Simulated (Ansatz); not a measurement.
**C₂HNO: ionisation energy by level of theory**

One table from this session's results is given with a row withheld; the runs are named, their logs left out.

Computed with Ansatz 0.2.0, Gaussian basis. Level: unrestricted cation, the program's frozen cores in correlated methods.

Levels to be run: UKS PBE-D4/def2-TZVPP; UKS r2SCAN-D4/def2-TZVPP; UKS PBE0-D4/def2-TZVPP; UKS B3LYP-D4/def2-TZVPP; UKS wB97X-V/def2-TZVPP; UKS wB97M-V/def2-TZVPP; UKS B2PLYP/def2-TZVPP; UHF-CCSD(T)/def2-TZVPP; UHF-MP2/def2-QZVPP; extrapolation to the limit; then −ε(HOMO) from the neutral's earlier runs with LDA (SPW92), PBE-D4, revPBE-D4, BLYP-D4, r2SCAN-D4, B97M-V, PBE0-D4, B3LYP-D4, r2SCANh-D4, r2SCAN0-D4, HSE06-D4, BHLYP-D4, CAM-B3LYP-D4, LC-ωPBE, ωB97X-V, ωB97M-V.

## The relaxed structure

An earlier PBE0-D4 in a triple-zeta def2 set relaxation fixed the geometry.

SMILES `N#CC=O`, 5 atoms, charge 0, spin multiplicity 1.

Atoms are counted from 1 here; the program's logs count them from 0.

Bond lengths: N1–C2 1.150 Å, C2–C3 1.466 Å, C3–O4 1.195 Å, C3–H5 1.103 Å. Angles: N1–C2–C3 177.8°, C2–C3–O4 122.4°, C2–C3–H5 114.1°, O4–C3–H5 123.5°.

Set-up of the first run:

Input file in.yaml:

```yaml
crystal:
  periodic: [false, false, false]
  atoms:
    - {symbol: N, position_ang: [0.464081, -1.171133, 1.581603]}
    - {symbol: C, position_ang: [0.184297, -0.522575, 0.673947]}
    - {symbol: C, position_ang: [-0.122891, 0.328968, -0.479489]}
    - {symbol: O, position_ang: [-1.160926, 0.261847, -1.067175]}
    - {symbol: H, position_ang: [0.685340, 1.029193, -0.750286]}
basis:
  gaussian: {orbitals: def2-TZVPP}
total_charge: 1
magnetization: {spin_polarized: true, initial_magnetization: 1}
hamiltonian: {xc: pbe, dispersion: d4}
```

Run with:

```console
ansatz run in.yaml --threads 2 --pin off --events-out ev --progress --plain --max-ram 4352MiB
```

Steps of the session up to this table: Cation, UKS PBE-D4/def2-TZVPP; Cation, UKS r2SCAN-D4/def2-TZVPP; Cation, UKS PBE0-D4/def2-TZVPP; Cation, UKS B3LYP-D4/def2-TZVPP; Cation, UKS wB97X-V/def2-TZVPP; Cation, UKS wB97M-V/def2-TZVPP; Cation, UKS B2PLYP (frozen core)/def2-TZVPP; Cation, UHF-CCSD(T)/def2-TZVPP; Cation, UHF-MP2/def2-QZVPP.

One table of the session follows, with a row left open; its other results are not shown here.

For comparison, −ε(HOMO) of the neutral from earlier runs:

```
  functional  −ε(HOMO) (eV)
 LDA (SPW92)           7.60
      PBE-D4           7.45
   revPBE-D4           7.39
     BLYP-D4           7.39
   r2SCAN-D4           7.84
      B97M-V           7.97
     PBE0-D4           9.22
    B3LYP-D4           8.97
  r2SCANh-D4           8.50
  r2SCAN0-D4           9.50
    HSE06-D4              ?
    BHLYP-D4          10.98
CAM-B3LYP-D4          10.75
     LC-ωPBE          12.07
     ωB97X-V          11.75
     ωB97M-V          11.69
```

Q: Estimate the row for HSE06-D4 from the others.

The run gave: −ε(HOMO) (eV): 8.81. In the column «−ε(HOMO) (eV)» it lies between r2SCANh-D4 (8.50) and B3LYP-D4 (8.97).
